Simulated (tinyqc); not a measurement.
RKS/LDA (VWN5) in the sto-3g basis, for HF, spin multiplicity 1, step by step. One step of it, computed by the program tinyqc.

Question. Iteration 1: building the Kohn-Sham matrix. J_ij = sum D_kl (ij|kl); F = H + J + V_xc; E = tr D H + tr D J / 2 + E_xc + E_nn.

D at the start:
```
            1F 1s      1F 2s    1F 2px    1F 2py     1F 2pz      2H 1s
1F 1s    2.120510  -0.506844  0.000000  0.000000  -0.002358   0.015780
1F 2s   -0.506844   2.131583  0.000000  0.000000   0.012407  -0.064614
1F 2px   0.000000   0.000000  2.000000  0.000000   0.000000   0.000000
1F 2py   0.000000   0.000000  0.000000  2.000000   0.000000   0.000000
1F 2pz  -0.002358   0.012407  0.000000  0.000000   2.012902  -0.082799
2H 1s    0.015780  -0.064614  0.000000  0.000000  -0.082799   0.005334
```

core Hamiltonian H = T + V (hartree):
```
             1F 1s       1F 2s     1F 2px     1F 2py     1F 2pz      2H 1s
1F 1s   -40.328604   -9.461920   0.000000   0.000000  -0.004168  -0.300296
1F 2s    -9.461920  -10.806801   0.000000   0.000000  -0.052145  -0.798741
1F 2px    0.000000    0.000000  -8.497919   0.000000   0.000000   0.000000
1F 2py    0.000000    0.000000   0.000000  -8.497919   0.000000   0.000000
1F 2pz   -0.004168   -0.052145   0.000000   0.000000  -8.517332  -0.623924
2H 1s    -0.300296   -0.798741   0.000000   0.000000  -0.623924  -3.195294
```

Two-electron integrals (ij|kl) in chemists' order, unique and non-zero (hartree):
```
(11|11) 5.403501   (21|11) 0.841920   (21|21) 0.156299   (22|11) 1.268028
(22|21) 0.292344   (22|22) 0.926167   (31|31) 0.027998   (32|31) 0.043169
(32|32) 0.204588   (33|11) 1.264502   (33|21) 0.292403   (33|22) 0.925959
(33|33) 0.997514   (41|41) 0.027998   (42|41) 0.043169   (42|42) 0.204588
(43|43) 0.053770   (44|11) 1.264502   (44|21) 0.292403   (44|22) 0.925959
(44|33) 0.889973   (44|44) 0.997514   (51|51) 0.027998   (52|51) 0.043169
(52|52) 0.204588   (53|53) 0.053770   (54|54) 0.053770   (55|11) 1.264502
(55|21) 0.292403   (55|22) 0.925959   (55|33) 0.889973   (55|44) 0.889973
(55|55) 0.997514   (61|11) 0.026823   (61|21) 0.004940   (61|22) 0.009192
(61|33) 0.009182   (61|44) 0.009182   (61|51) 0.000187   (61|52) 0.000353
(61|55) 0.009213   (61|61) 0.000158   (62|11) 0.081023   (62|21) 0.018987
(62|22) 0.068946   (62|33) 0.067997   (62|44) 0.067997   (62|51) 0.001255
(62|52) 0.010684   (62|55) 0.070775   (62|61) 0.000608   (62|62) 0.006906
(63|31) 0.001827   (63|32) 0.011507   (63|53) 0.002186   (63|63) 0.000968
(64|41) 0.001827   (64|42) 0.011507   (64|54) 0.002186   (64|64) 0.000968
(65|11) 0.062351   (65|21) 0.014782   (65|22) 0.057605   (65|33) 0.055455
(65|44) 0.055455   (65|51) 0.002576   (65|52) 0.019053   (65|55) 0.061840
(65|61) 0.000488   (65|62) 0.007105   (65|65) 0.008202   (66|11) 0.303174
(66|21) 0.072143   (66|22) 0.302483   (66|33) 0.296508   (66|44) 0.296508
(66|51) 0.004110   (66|52) 0.050739   (66|55) 0.314369   (66|61) 0.002308
(66|62) 0.042684   (66|65) 0.052098   (66|66) 0.774606
```

nuclear repulsion = 2.73241245 hartree

V_xc (hartree):
```
            1F 1s      1F 2s     1F 2px     1F 2py     1F 2pz      2H 1s
1F 1s   -3.202439  -0.469447   0.000000   0.000000  -0.000228  -0.015099
1F 2s   -0.469447  -0.943341   0.000000   0.000000   0.000584  -0.057183
1F 2px   0.000000   0.000000  -0.934325   0.000000   0.000000   0.000000
1F 2py   0.000000   0.000000   0.000000  -0.934325   0.000000   0.000000
1F 2pz  -0.000228   0.000584   0.000000   0.000000  -0.935263  -0.041364
2H 1s   -0.015099  -0.057183   0.000000   0.000000  -0.041364  -0.094014
```

E_xc = sum of w rho eps_xc = -10.56904067 hartree

Give: Coulomb J; Kohn-Sham matrix F; total energy of this density.

Answer.

Coulomb J (hartree):
```
          1F 1s   1F 2s  1F 2px  1F 2py  1F 2pz   2H 1s
1F 1s   20.8926  4.0038  0.0000  0.0000  0.0004  0.1266
1F 2s    4.0038  9.9179  0.0000  0.0000  0.0006  0.7124
1F 2px   0.0000  0.0000  9.9090  0.0000  0.0000  0.0000
1F 2py   0.0000  0.0000  0.0000  9.9090  0.0000  0.0000
1F 2pz   0.0004  0.0006  0.0000  0.0000  9.9091  0.5848
2H 1s    0.1266  0.7124  0.0000  0.0000  0.5848  3.0247
```

Kohn-Sham matrix F (hartree):
```
           1F 1s    1F 2s  1F 2px  1F 2py   1F 2pz    2H 1s
1F 1s   -22.6384  -5.9275  0.0000  0.0000  -0.0040  -0.1888
1F 2s    -5.9275  -1.8323  0.0000  0.0000  -0.0509  -0.1435
1F 2px    0.0000   0.0000  0.4768  0.0000   0.0000   0.0000
1F 2py    0.0000   0.0000  0.0000  0.4768   0.0000   0.0000
1F 2pz   -0.0040  -0.0509  0.0000  0.0000   0.4565  -0.0805
2H 1s    -0.1888  -0.1435  0.0000  0.0000  -0.0805  -0.2647
```

total energy of this density = -97.356145 hartree
